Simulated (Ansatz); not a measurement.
**FH5NSi+ (SMILES [NH3+][SiH2]F): one structure at several levels**

An exercise on one series of results from a longer session: the logs are not shown, and one member is left open.

Computed with Ansatz 0.2.0, Gaussian basis. Level: single points in def2-TZVPP.

Correlated methods freeze the cores.

## The system as given

SMILES `[NH3+][SiH2]F`, 8 atoms, charge 1, spin multiplicity 1.

Atoms are counted from 1 here; the program's logs count them from 0.

Bond lengths: N1–Si2 2.025 Å, N1–H4 1.008 Å, N1–H5 1.031 Å, N1–H6 1.061 Å, Si2–F3 1.577 Å, Si2–H7 1.513 Å, Si2–H8 1.410 Å. Angles: Si2–N1–H4 106.6°, Si2–N1–H5 107.2°, Si2–N1–H6 110.3°, H4–N1–H5 113.6°, H4–N1–H6 112.0°, H5–N1–H6 107.1°, N1–Si2–F3 92.6°, N1–Si2–H7 102.1°, N1–Si2–H8 101.3°, F3–Si2–H7 110.8°, F3–Si2–H8 114.2°, H7–Si2–H8 127.6°.

Geometry (Å):

| atom | x (Å) | y (Å) | z (Å) |
| --- | --- | --- | --- |
| N1 | -0.57270 | 0.59620 | -0.50480 |
| Si2 | 0.50990 | -0.66480 | 0.65210 |
| F3 | 1.42760 | -1.09770 | -0.55560 |
| H4 | -1.00470 | 0.03100 | -1.21950 |
| H5 | 0.07800 | 1.30460 | -0.87650 |
| H6 | -1.29090 | 1.10960 | 0.08330 |
| H7 | 1.24080 | 0.29240 | 1.56730 |
| H8 | -0.46510 | -1.61900 | 1.00790 |

The first run:

run/in.yaml

```yaml
crystal:
  periodic: [false, false, false]
  atoms:
    - {symbol: N, position_ang: [-0.572700, 0.596200, -0.504800]}
    - {symbol: Si, position_ang: [0.509900, -0.664800, 0.652100]}
    - {symbol: F, position_ang: [1.427600, -1.097700, -0.555600]}
    - {symbol: H, position_ang: [-1.004700, 0.031000, -1.219500]}
    - {symbol: H, position_ang: [0.078000, 1.304600, -0.876500]}
    - {symbol: H, position_ang: [-1.290900, 1.109600, 0.083300]}
    - {symbol: H, position_ang: [1.240800, 0.292400, 1.567300]}
    - {symbol: H, position_ang: [-0.465100, -1.619000, 1.007900]}
basis:
  gaussian: {orbitals: def2-TZVPP}
total_charge: 1
correlation: {method: ccsd_t}
output: {forces: true}
```

The command line of these runs was not kept.

Among the steps run: CCSD(T)/def2-TZVPP; PBE0-D4/def2-TZVPP; wB97M-V/def2-TZVPP; r2SCAN-D4/def2-TZVPP; PBE-D4/def2-TZVPP; SPW92/def2-TZVPP; CAM-B3LYP-D4/def2-TZVPP.

One of the session's tables, all rows but one given; the rest of the session is left out.

```
      method  RMS force component (eV/Å)  angle to CCSD(T) forces (°)
     CCSD(T)                       0.988                    reference
     PBE0-D4                           ?                            ?
     wB97M-V                       0.957                          3.5
   r2SCAN-D4                       0.974                          2.5
      PBE-D4                       0.929                         13.4
       SPW92                       0.994                         12.7
CAM-B3LYP-D4                       0.980                          1.3
```

Q: Estimate the row for PBE0-D4 from the others.

As computed: RMS force component (eV/Å): 0.989; angle to CCSD(T) forces (°): 3.3. In the column «RMS force component (eV/Å)» it lies between CCSD(T) (0.988) and SPW92 (0.994).
